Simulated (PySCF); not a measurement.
Molecule (SMILES): C(F)=C.
Geometry (B3LYP-D3(BJ)/def2-TZVP, fixed):
```
C
C 1 1.3174
F 1 1.3475 2 122.16
H 2 1.0798 1 119.40 3 180.00
H 2 1.0810 4 119.01 1 180.00
H 1 1.0823 2 126.09 4 0.00
```

Basis-set convergence of the mean static polarisability at PBE0 with PySCF. All functions are spherical. Density fitting with generated auxiliary sets. In sets without p functions on hydrogen, species with hydrogen take exact integrals. No added dispersion term, no relativity. Reference: the value in d-aug-cc-pVTZ, 28.06 bohr³, itself unsure by roughly 0.5 % (its mean distance from aug-pcseg-2, aug-cc-pVTZ).

| basis | functions | mean static polarisability (bohr³) |
|---|---|---|
| 3-21G | 33 | 18.04 |
| pcseg-0 | 33 | ? |
| def2-SV(P) | 48 | ? |
| cc-pVDZ | 57 | 21.20 |
| def2-SVP | 57 | 21.14 |
| 6-311G** | 72 | ? |
| 6-311+G** | 84 | ? |
| 6-311++G(2d,2p) | 111 | 26.28 |
| def2-TZVP | 111 | 25.05 |
| cc-pVTZ | 132 | 24.27 |
| pcseg-2 | 132 | 25.24 |
| def2-TZVPD | 141 | 27.77 |
| def2-TZVPPD | 165 | 27.78 |
| aug-cc-pVTZ | 207 | 27.92 |
| aug-pcseg-2 | 207 | 27.94 |
| cc-pVQZ | 255 | 25.91 |
| d-aug-cc-pVTZ | 282 | 28.06 |
| def2-QZVPPD | 291 | 27.94 |

Complete the blanks.


- pcseg-0, mean static polarisability (bohr³): 19.02
- def2-SV(P), mean static polarisability (bohr³): 20.66
- 6-311G**, mean static polarisability (bohr³): 22.02
- 6-311+G**, mean static polarisability (bohr³): 24.85
